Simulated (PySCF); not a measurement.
**H₄NO−, a complex of two parts: interaction energy**

An exercise on one series of results from a longer session: the logs are not shown, and one member is left open.

Programs: PySCF 2.14.0. All values are calculated, for the isolated system unless a continuum is named. Atoms count from 0, parts from 1.

### The system as given

6 atoms, charge -1, multiplicity 1; geometry: GFN2-xTB. Parts: 1 = atoms 0–3, `N`, charge 0; 2 = atoms 4–5, `[OH-]`, charge -1.

The first run:

What the job is given:

```
{"job": {"xc": "PBE0", "basis": "def2-SVPD", "d3": "d3bj", "grid": 2, "kind": "geom", "shake": 0.01}, "charge": -1, "multiplicity": 1, "parts": [{"atoms": "0-3", "charge": 0, "multiplicity": 1}, {"atoms": "4-5", "charge": -1, "multiplicity": 1}]}
N     -0.135451    -0.129040     0.203066
H     -0.271267     0.906488     0.157202
H     -0.748851    -0.451005    -0.769963
H      0.850459    -0.263338    -0.067391
O     -1.402682    -0.830461    -1.954502
H     -2.164153    -1.270451    -1.564232
```

Started as:

```bash
> OMP_NUM_THREADS=1 python cluster_run.py task.json out
```

One launch serves the whole session: the jobs run in the order shown.

Steps of the session up to this table: Relaxing the molecule at PBE0-D3(BJ)/def2-SVPD; Coupled-cluster interaction energy: CCSD(T) and MP2, 1.63 Å; Coupled-cluster interaction energy: CCSD(T) and MP2, 1.79 Å; Coupled-cluster interaction energy: CCSD(T) and MP2, 1.55 Å; Coupled-cluster interaction energy: CCSD(T) and MP2, 2.04 Å; Coupled-cluster interaction energy: CCSD(T) and MP2, 1.47 Å; Coupled-cluster interaction energy: CCSD(T) and MP2, 2.45 Å; Coupled-cluster interaction energy: CCSD(T) and MP2, 3.26 Å.

One table of the session follows, with a row left open; its other results are not shown here.

It belongs to the step «Coupled-cluster interaction energy: CCSD(T) and MP2, 3.26 Å». 

```
                 method  interaction energy (kcal/mol)
         HF/aug-cc-pVDZ                          -5.95
        MP2/aug-cc-pVDZ                          -6.08
       CCSD/aug-cc-pVDZ                          -6.01
    CCSD(T)/aug-cc-pVDZ                          -6.06
         HF/aug-cc-pVTZ                          -5.95
        MP2/aug-cc-pVTZ                          -6.11
    SCS-MP2/aug-cc-pVTZ                          -5.99
      MP2, extrapolated                          -6.13
CCSD(T), limit estimate                              ?
```

Estimate the missing values for CCSD(T), limit estimate.

As computed: interaction energy (kcal/mol): -6.12. In the column «interaction energy (kcal/mol)» it lies between MP2, extrapolated (-6.13) and MP2/aug-cc-pVTZ (-6.11).

To keep in mind: At 3.26 Å a test (T1, the size of the triples or of CCSD(T) less MP2, charge moved between the parts) flags the run, so its CCSD(T) estimate is not taken as a benchmark.
